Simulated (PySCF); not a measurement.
Dipole moment and polarisability of 5-methyl-1,3-cyclopentadiene

Species: 5-methyl-1,3-cyclopentadiene, C6H8.
Structure used (GFN2-xTB), in Å, numbered top down from 1:
```xyz
14
C6H8 angstrom
C      1.782   -0.145    0.144
C      0.335    0.046    0.604
C     -0.352    1.205   -0.052
C     -1.460    0.783   -0.671
C     -1.591   -0.651   -0.489
C     -0.563   -1.098    0.240
H      2.378    0.729    0.400
H      2.220   -1.019    0.621
H      1.812   -0.284   -0.934
H      0.332    0.185    1.692
H      0.030    2.208   -0.004
H     -2.161    1.382   -1.225
H     -2.400   -1.233   -0.893
H     -0.364   -2.110    0.543
```

Level: PBE0/def2-SVPD (PySCF), static field, nuclei fixed, core orbitals frozen in the response. The polarisability tensor in these axes (au):

```
x   75.79  0.79 10.99
y    0.79 68.82 -2.64
z   10.99 -2.64 56.31
```

**Question.** Give the principal values, the mean and the anisotropy Δα = √{½[(α1 − α2)² + (α2 − α3)² + (α1 − α3)²]}.

**Answer.** Principal values 50.95, 69.22 and 80.74 au; mean 66.97 au = 9.92 Å³ = 11.04 × 10⁻⁴⁰ C²·m²/J; Δα = 26.02 au (39 % of the mean).

**Question.** What is the dipole moment, and where does it point?

**Answer.** (0.43, -0.01, 0.24) D, 0.49 D in size, pointing from the negative to the positive side. Measured along this direction, the outermost atoms are H13 and H12 at the negative end and H7 and H8 at the positive end.

**Question.** Give the principal axes and the span of the nuclei along them.

**Answer.** Largest value along (0.91, -0.03, 0.41), where the nuclei span 4.82 Å; middle along (0.09, 0.99, -0.12), 4.37 Å; least along (-0.40, 0.15, 0.90), 3.04 Å. The response follows the extents in order.

**Question.** Find the Langevin capture rate constant for O2+ (31.990 u) meeting this molecule (80.063 u), k = 2.342 × 10⁻⁹ cm³/s × √(α in Å³ / reduced mass in u).

**Answer.** The reduced mass is 22.86 u, so k = 1.54 × 10⁻⁹ cm³/s. The formula leaves out the permanent dipole, which adds to the capture rate.

**Question.** In a dilute gas of rigid molecules at 298 K, how does the orientational term μ²/3kT compare with the electronic polarisability?

**Answer.** In Gaussian units μ²/3kT = 1.97 Å³ against 9.92 Å³, a ratio of 0.20; the Debye molar polarisation (4π/3)N_A(α + μ²/3kT) is 30.0 cm³/mol, leaving out the vibrational part.

**Question.** Rayleigh depolarisation ratio (linearly polarised light, static tensor)?

**Answer.** ρ = 3Δα²/(45ᾱ² + 4Δα²) = 2031.1/(201826 + 2708.2) = 0.00993.

**Question.** Refractivity n − 1 of an ideal gas of it at 350 K and 1 atm, from the electronic α?

**Answer.** N = p/kT = 2.0968 × 10¹⁹ cm⁻³, so n − 1 = 2π × N × 9.92 × 10⁻²⁴ cm³ = 1307 × 10⁻⁶ at long wavelengths.

Geometry: GFN2-xTB; no solvent, vibrations or thermal averaging.
